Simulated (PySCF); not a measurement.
Si: electron affinity

Si⁻ [Ne] 3s2 3p3 (4S) → Si [Ne] 3s2 3p2 (3P), as a difference of total energies. Calculation: PySCF 2.14, in aug-cc-pwCVDZ; the non-relativistic Hamiltonian (point nucleus). Correlated levels: valence: [Ne] frozen. The calculations carry no spin-orbit coupling.

```
           method  electron affinity (eV)  plus first-order spin-orbit estimate  error of that sum (eV)
              UHF                   0.862                                 0.846                  -0.544
    MP2 (valence)                   1.314                                 1.298                  -0.092
SCS-MP2 (valence)                   1.147                                 1.131                  -0.259
   CCSD (valence)                   1.256                                 1.241                  -0.149
CCSD(T) (valence)                   1.288                                 1.272                  -0.118
  CCSDT (valence)                   1.293                                 1.277                  -0.113
```

Reference: 1.390 eV (measured; photodetachment measurements, as compiled on the Wikipedia data page of electron affinities).

A first-order spin-orbit estimate (lowest level to lowest level, LS coupling) adds -0.016 eV.

Errors of the correlated levels include the incompleteness of this basis and the frozen core.
